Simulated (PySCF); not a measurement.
Working out the electron affinity of B

B⁻ [He] 2s2 2p2 (3P) → B [He] 2s2 2p1 (2P). Computed with PySCF 2.14 in def2-QZVPPD, with no relativity, point nucleus. Frozen: nothing. Energies in hartree (1 hartree = 27.21139 eV):

```json
{"part": "UHF", "B⁻ (lower)": "-24.519399", "B (upper)": "-24.533099"}
{"part": "MP2 opposite-spin", "B⁻ (lower)": "-0.069050", "B (upper)": "-0.060806"}
{"part": "MP2 same-spin", "B⁻ (lower)": "-0.014422", "B (upper)": "-0.004471"}
```

Task: What does Hartree-Fock give?

Result: (-24.533099) − (-24.519399) = -0.013700 hartree = -0.373 eV.

Task: What do MP2 and SCS-MP2 (6/5 opposite-spin, 1/3 same-spin) give?

Result: The opposite-spin parts differ by 0.224 eV and the same-spin parts by 0.271 eV. MP2: -0.373 + (0.224) + (0.271) = 0.122 eV. SCS-MP2: -0.373 + 1.2 × (0.224) + (0.271)/3 = -0.014 eV.

A first-order spin-orbit estimate adds 0.000 eV to MP2 (valence and next inner shell), giving 0.122 eV against 0.280 eV (measured; photodetachment measurements, as compiled on the Wikipedia data page of electron affinities).

What remains against the reference includes basis incompleteness and correlation beyond second order.
